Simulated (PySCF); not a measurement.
Species: C₅H₇F.
SMILES with atom numbers: `[F:1][C@H:2]1[C@H:3]2[CH2:4][CH2:5][C@@H:6]12` (hydrogens: H7 on C2; H8 on C3; H9, H10 on C4; H11, H12 on C5; H13 on C6)

Computed by this run: PBE0-D3(BJ)/def2-SVP geometry optimisation, gas phase (PySCF); density fitting, grid level 1; the optimiser is geomeTRIC in internal coordinates, started from a GFN2-xTB structure with every atom displaced at random (about 0.01 Å).

Step 0: E = -7999.6674 eV
```
atom  x, y, z in Å  |  force x, y, z in eV/Å
F1     -1.0481    0.7989   -1.5651   -0.067   0.153  -0.304
C2     -1.2554    0.4335   -0.2747    1.218  -0.413  -0.098
C3     -0.6628   -0.8300    0.2226    1.473   0.564  -1.000
C4      0.7013   -1.0826   -0.5071   -1.754   0.342   0.856
C5      1.1892    0.2772   -0.0317   -0.042   0.282   0.846
C6     -0.1308    0.5242    0.7033   -0.055  -0.020  -0.791
H7     -2.2381    0.7036    0.0536   -0.777   0.169   0.390
H8     -1.2073   -1.5726    0.7380   -0.860  -0.993   0.756
H9      0.5684   -1.1949   -1.5623    0.087  -0.222  -1.118
H10     1.2231   -1.9272   -0.0878    0.441  -0.501   0.233
H11     2.0325    0.2021    0.6613    0.164   0.023   0.079
H12     1.4214    1.0080   -0.7974    0.175   0.372  -0.426
H13    -0.2587    1.0248    1.6482   -0.001   0.246   0.577
```

Step 1: E = -7999.7953 eV
```
atom  x, y, z in Å  |  force x, y, z in eV/Å
F1     -1.0846    0.8107   -1.5830    0.017  -0.013   0.000
C2     -1.2441    0.4272   -0.2859   -0.231   0.122   0.085
C3     -0.6494   -0.8304    0.2134   -0.089  -0.347   0.058
C4      0.6737   -1.0835   -0.5070   -0.081  -0.109  -0.071
C5      1.1969    0.2881   -0.0168    0.021   0.091  -0.076
C6     -0.1314    0.5420    0.6850    0.022   0.147   0.088
H7     -2.2470    0.6865    0.0847    0.177  -0.071  -0.041
H8     -1.2346   -1.5888    0.7577    0.112   0.197  -0.147
H9      0.5814   -1.2142   -1.5997    0.051  -0.004   0.123
H10     1.2328   -1.9341   -0.0886   -0.024   0.076  -0.022
H11     2.0355    0.1935    0.6850    0.013  -0.015   0.023
H12     1.4646    1.0228   -0.7943   -0.004  -0.041   0.042
H13    -0.2591    1.0453    1.6502    0.016  -0.033  -0.061
```

Problem. Estimate the geometry and energy of step 2. (The exact step hangs on the optimiser's Hessian estimate; all steps are aligned on step 1, rigid shifts and turns removed.)

Solution. E = -7999.7986 eV, largest force 0.130 eV/Å
```
atom  x, y, z in Å  |  force x, y, z in eV/Å
F1     -1.0997    0.8183   -1.5794    0.004   0.005  -0.012
C2     -1.2508    0.4305   -0.2826    0.069   0.011  -0.023
C3     -0.6504   -0.8302    0.2061   -0.019  -0.127   0.020
C4      0.6746   -1.0863   -0.5060   -0.060   0.038  -0.036
C5      1.1982    0.2879   -0.0188   -0.011   0.012  -0.029
C6     -0.1313    0.5448    0.6808   -0.015   0.073   0.039
H7     -2.2473    0.6813    0.0953    0.014  -0.020   0.013
H8     -1.2338   -1.5835    0.7450   -0.005   0.029  -0.012
H9      0.5941   -1.2218   -1.5956    0.018  -0.017   0.006
H10     1.2323   -1.9317   -0.0811   -0.001   0.013   0.017
H11     2.0338    0.1916    0.6876   -0.006  -0.004   0.005
H12     1.4714    1.0186   -0.7957    0.000  -0.003   0.003
H13    -0.2563    1.0456    1.6453    0.012  -0.010   0.009
```

The energy changes by -0.0033 eV. The first-order estimate −F·Δx gives -0.0064 eV and the mean of the old and new forces, exact on a quadratic surface, -0.0033 eV. The step makes an angle of 73° with the force vector and moves no atom by more than 0.017 Å.

What follows is the cost of the whole optimisation. Hardware: one thread of an Arm Neoverse V1, on a shared host. Cost: 39 s wall, 0.50 GiB resident at most.
